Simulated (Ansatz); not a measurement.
# Low triplet and quintet states of SiH$_{2}$ by full CI

```xyz
3

Si    0.0000   -0.0507    0.0000
H     0.0000    0.7069   -1.2784
H     0.0000    0.7069    1.2784
```

Basis cc-pVDZ; Ansatz 0.2.0. Correlated methods freeze the noble-gas cores, which leaves 6 electrons in 23 orbitals.

Question: From the orbital picture of this species, estimate the order, symmetries and energies of the lowest 4 triplet and 2 quintet states at this geometry (other spins aside; irreps A1, B1, B2, A2 in the program's axes; members of a degenerate level count singly).

Answer: Full CI in cc-pVDZ gives:
```tsv
2S+1	irrep	energy above the lowest listed (eV)
3	B1	0.000
3	A2	4.909
3	A1	4.912
3	B2	5.327
5	A2	8.146
5	B1	9.150
```

20 s on 1 thread of Arm Neoverse V2, shared host.
